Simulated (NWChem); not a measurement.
Species: hydrogen isocyanide (CHN); SMILES [C-]#[NH+]

```xyz
3

C      0.0000     0.0000     0.7364
N      0.0000     0.0000    -0.4270
H      0.0000     0.0000    -1.4242
```
Atoms are numbered in this order, from 1.

All runs use the structure optimised with PBE0-D3(BJ)/def2-TZVP.

Task: List the 4 lowest vertical singlet excitations from PBE/def2-SVP, TDA (NWChem).

Result: 
```
state  energy (eV)  oscillator strength  leading excitation (squared amplitude)
-----  -----------  -------------------  --------------------------------------
S1            7.97                0.045                    HOMO → LUMO+2 (0.99)
S2            8.56                0.153                    HOMO → LUMO+1 (0.85)
S3            8.56                0.153                      HOMO → LUMO (0.85)
S4            8.87                0.000                  HOMO−2 → LUMO+1 (0.50)
```
